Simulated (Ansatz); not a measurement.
# BH2F (SMILES BF): levels of theory compared

Wanted: a comparison of 6 runs (HF/cc-pVTZ, B2PLYP/cc-pVTZ, r2SCAN/cc-pVTZ, revPBE/cc-pVTZ, wB97M-V/cc-pVTZ, MP2/cc-pVTZ) of BH2F. 

The calculation is run with Ansatz 0.2.0.

48 further runs of the same task are left out: 48 set aside as unsound or not needed.

**1. The system as given**

BH2F has 4 atoms, charge 0, and is taken as a singlet. SMILES: `BF`. One bond was lengthened or shortened from a relaxed shape.

Bond lengths: B1–F2 1.317 Å, B1–H3 1.377 Å, B1–H4 1.198 Å. Angles: F2–B1–H3 117.8°, F2–B1–H4 117.8°, H3–B1–H4 124.4°.

**2. A single-point energy at HF/cc-pVTZ (run 1)**

The input, run.yaml:

```yaml
basis:
  gaussian:
    orbitals: cc-pVTZ
crystal:
  periodic: [false, false, false]
  atoms:
    - {symbol: B, position_ang: [0.120516, 0.092789, -0.063358]}
    - {symbol: F, position_ang: [1.209016, -0.199911, 0.617342]}
    - {symbol: H, position_ang: [-1.012500, -0.649100, 0.186200]}
    - {symbol: H, position_ang: [0.182016, 0.986389, -0.858158]}
output:
  orbitals: {seedname: orbitals}
hamiltonian:
  xc: hf
accuracy: high
```

Command:

```bash
$ ansatz run run.yaml --threads 1 --pin off --max-ram 3480MiB --events-out events.jsonl --progress --plain --runs-dir runs
```

What it wrote:

```text
Warning: RAYON_NUM_THREADS=1 ignored (pool sized by the plan → 1); use --threads N
Functional definition: HF
  name "HF"
  exchange = exact_x
  correlation = 0
1435 factors; integrals over basis functions are off by at most 2.8e-9 eV
mean field evaluation 1: about -3410.1034 eV, gradient 2.3e1 eV
mean field evaluation 2: about -3410.1054 eV, gradient 2.3e1 eV
mean field evaluation 4: about -3411.2303 eV, gradient 1.9e0 eV
mean field evaluation 8: about -3411.2450 eV, gradient 2.5e-4 eV
mean field -3411.24504126 eV, -125.3609430413 hartree, gradient 2.0e-8 eV, S^2 0.000000; 0 other end points of the search recorded, 0 dependent functions left out
reference -3411.24504126 eV, -125.3609430413 hartree; 8, 8 occupied and 80, 80 virtual orbitals, 1435 factors
Total energy: -3411.24504126 eV, -125.3609430413 hartree
```

Wall time 1.2 s (1 thread of Arm Neoverse V1, shared host); peak memory 0.15 GiB.

**3. The energy at B2PLYP/cc-pVTZ (run 2)**

The input, molecule.yaml:

```yaml
crystal:
  periodic: [false, false, false]
  atoms:
    - {symbol: B, position_ang: [0.120516, 0.092789, -0.063358]}
    - {symbol: F, position_ang: [1.209016, -0.199911, 0.617342]}
    - {symbol: H, position_ang: [-1.012500, -0.649100, 0.186200]}
    - {symbol: H, position_ang: [0.182016, 0.986389, -0.858158]}
basis:
  gaussian:
    orbitals: cc-pVTZ
output:
  orbitals: {seedname: orbitals}
hamiltonian:
  xc: {name: B2PLYP}
accuracy: high
correlation:
  frozen_orbitals: {B: 1, F: 1, H: 0}
```

Command:

```bash
$ ansatz run molecule.yaml --threads 1 --pin off --max-ram 3480MiB --events-out events.jsonl --progress --plain --runs-dir runs
```

What it wrote:

```text
Warning: RAYON_NUM_THREADS=1 ignored (pool sized by the plan → 1); use --threads N
Functional definition: B2PLYP
  name "B2PLYP"
  parameter a = 0.53
  parameter c = 0.27
  exchange = (1 - a)*b88_x + a*exact_x
  correlation = (1 - c)*lyp_c + c*(mp2_os + mp2_ss)
1435 factors; integrals over basis functions are off by at most 2.8e-9 eV
mean field evaluation 1: about -3421.4561 eV, gradient 2.4e1 eV
mean field evaluation 2: about -3421.4556 eV, gradient 2.4e1 eV
mean field evaluation 4: about -3422.2983 eV, gradient 1.1e0 eV
mean field evaluation 8: about -3422.3019 eV, gradient 8.8e-3 eV
mean field evaluation 16: about -3422.3019 eV, gradient 2.1e-7 eV
mean field -3422.30191786 eV, -125.7672757617 hartree, gradient 1.0e-8 eV, S^2 0.000000; 0 other end points of the search recorded, 0 dependent functions left out
2 core orbitals not correlated: weight in the atoms' cores, before any rotation towards them, 1.000 or more for the frozen orbitals, at most 0.000 for the correlated occupied ones
reference -3422.30193830 eV, -125.7672765130 hartree; 6, 6 occupied and 80, 80 virtual orbitals, 1435 factors
second order -11.60590705 eV of doubles, -0.00000000 eV of singles
Total energy: -3425.43553320 eV, -125.8824340016 hartree
```

It took 3.6 s on 1 thread of Arm Neoverse V1, shared host; peak memory 0.17 GiB.

Run 3 isn't shown in full; the table further down has it.

**4. A single-point energy at revPBE/cc-pVTZ (run 4)**

The input, run.yaml:

```yaml
crystal:
  periodic: [false, false, false]
  atoms:
    - symbol: B
      position_ang: [0.120516, 0.092789, -0.063358]
    - symbol: F
      position_ang: [1.209016, -0.199911, 0.617342]
    - symbol: H
      position_ang: [-1.012500, -0.649100, 0.186200]
    - symbol: H
      position_ang: [0.182016, 0.986389, -0.858158]
basis:
  gaussian: {orbitals: cc-pVTZ}
hamiltonian: {xc: {name: revPBE}}
accuracy: high
output: {orbitals: {seedname: orbitals}}
```

Command:

```bash
$ ansatz run run.yaml --threads 1 --pin off --max-ram 3480MiB --events-out events.jsonl --progress --plain --runs-dir runs
```

What it wrote:

```text
Warning: RAYON_NUM_THREADS=1 ignored (pool sized by the plan → 1); use --threads N
Functional definition: revPBE
  name "revPBE"
  parameter kappa = 1.245
  parameter beta = 0.06672455060314922
  exchange = pbe_x(kappa = kappa, mu = beta*pi^2/3)
  correlation = pbe_c(beta = beta)
1435 factors; integrals over basis functions are off by at most 2.8e-9 eV
mean field evaluation 1: about -3425.1873 eV, gradient 2.6e1 eV
mean field evaluation 2: about -3423.8849 eV, gradient 4.3e1 eV
mean field evaluation 4: about -3426.4027 eV, gradient 1.3e0 eV
mean field evaluation 8: about -3426.4038 eV, gradient 5.7e-3 eV
mean field evaluation 16: about -3426.4038 eV, gradient 6.4e-8 eV
mean field -3426.40384805 eV, -125.9180189158 hartree, gradient 6.7e-8 eV, S^2 0.000000; 0 other end points of the search recorded, 0 dependent functions left out
reference -3426.40385183 eV, -125.9180190547 hartree; 8, 8 occupied and 80, 80 virtual orbitals, 1435 factors
Total energy: -3426.40385183 eV, -125.9180190547 hartree
```

It took 2.4 s on 1 thread of Arm Neoverse V1, shared host; peak memory 0.16 GiB.

Run 5 isn't shown in full; the table further down has it.

**5. The energy at MP2/cc-pVTZ (run 6)**

The input, in.yaml:

```yaml
crystal:
  periodic: [false, false, false]
  atoms:
    - symbol: B
      position_ang: [0.120516, 0.092789, -0.063358]
    - symbol: F
      position_ang: [1.209016, -0.199911, 0.617342]
    - symbol: H
      position_ang: [-1.012500, -0.649100, 0.186200]
    - symbol: H
      position_ang: [0.182016, 0.986389, -0.858158]
basis:
  gaussian: {orbitals: cc-pVTZ}
correlation: {method: mp2, frozen_orbitals: {B: 1, F: 1, H: 0}}
accuracy: high
```

Command:

```bash
$ ansatz run in.yaml --threads 1 --pin off --max-ram 3480MiB --events-out events.jsonl --progress --plain --runs-dir runs
```

What it wrote:

```text
Warning: RAYON_NUM_THREADS=1 ignored (pool sized by the plan → 1); use --threads N
[... 4 set-up lines as earlier in the session ...]
1435 factors; integrals over basis functions are off by at most 2.8e-9 eV
mean field evaluation 1: about -3410.1034 eV, gradient 2.3e1 eV
mean field evaluation 2: about -3410.1054 eV, gradient 2.3e1 eV
mean field evaluation 4: about -3411.2303 eV, gradient 1.9e0 eV
mean field evaluation 8: about -3411.2450 eV, gradient 2.5e-4 eV
mean field -3411.24504126 eV, -125.3609430413 hartree, gradient 2.0e-8 eV, S^2 0.000000; 0 other end points of the search recorded, 0 dependent functions left out
2 core orbitals not correlated: weight in the atoms' cores, before any rotation towards them, 1.000 or more for the frozen orbitals, at most 0.000 for the correlated occupied ones
reference -3411.24504126 eV, -125.3609430413 hartree; 6, 6 occupied and 80, 80 virtual orbitals, 1435 factors
second order -9.74700751 eV of doubles, -0.00000000 eV of singles
Total energy: -3420.99204877 eV, -125.7191389605 hartree
```

Run time: 1.4 s. Hardware: 1 thread of Arm Neoverse V1, shared host; peak memory 0.15 GiB.

**6. The series**

| run | level | frozen core orbitals | energy (Eh) | HOMO energy (eV) | LUMO energy (eV) | HOMO–LUMO gap (eV) | wall time |
| --- | --- | --- | --- | --- | --- | --- | --- |
| 1 | HF/cc-pVTZ | – | -125.360943 | -12.75 | 2.30 | 15.05 | 1.2 s |
| 2 | B2PLYP/cc-pVTZ | 2 | -125.882434 | -10.50 | 0.15 | 10.65 | 3.6 s |
| 3 | r2SCAN/cc-pVTZ | – | -125.898707 | -7.91 | -1.82 | 6.09 | 4.2 s |
| 4 | revPBE/cc-pVTZ | – | -125.918019 | -7.54 | -2.15 | 5.40 | 2.4 s |
| 5 | wB97M-V/cc-pVTZ | – | -125.915973 | -11.37 | 0.83 | 12.20 | 16 s |
| 6 | MP2/cc-pVTZ | 2 | -125.719139 | – | – | – | 1.4 s |

**7. Outcome**

| quantity | value |
| --- | --- |
| run 6: total energy | -125.71914 Eh |
| run 6: correlation energy (2 core orbitals frozen) | -358.2 mEh |

What this shows: Over runs 1, 2, 3, 4, 5 the HOMO–LUMO gap runs from 5.40 eV (revPBE/cc-pVTZ) to 15.05 eV (HF/cc-pVTZ). Exact exchange widens orbital gaps. Totals of different functionals can't be ranked against each other. All runs together took 29 s, the longest 16 s.
